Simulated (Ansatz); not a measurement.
System: antiferromagnetic (type II) rock-salt MnO. Method: PBE0 (PAW; Ansatz, a program for electronic structure).

Settings: plane-wave cutoff 520 eV, 6×6×6 k mesh, Fermi–Dirac smearing 0.01 eV, spin-polarised with opposed moments, scalar-relativistic PAW data made under PBE.

Starting structure:

```xyz
4
Lattice="4.4400 2.2200 2.2200 2.2200 4.4400 2.2200 2.2200 2.2200 4.4400" Properties=species:S:1:pos:R:3 pbc="T T T"
Mn     0.0000     0.0000     0.0000
Mn     4.4400     4.4400     4.4400
O      2.2200     2.2200     2.2200
O      6.6600     6.6600     6.6600
```

Task: Into what structure does the relaxation of cell and atoms lead at this level, with the symmetry of the start kept?

Result: The volume decreases by 0.8 %; final space group R-3m.
```xyz
4
Lattice="4.3948 2.1637 2.1637 2.1637 4.3948 2.1637 2.1637 2.1637 4.3948" Properties=species:S:1:pos:R:3 pbc="T T T"
Mn     0.0000     0.0000     0.0000
Mn     4.3611     4.3611     4.3611
O      2.1805     2.1805     2.1805
O      6.5416     6.5416     6.5416
```
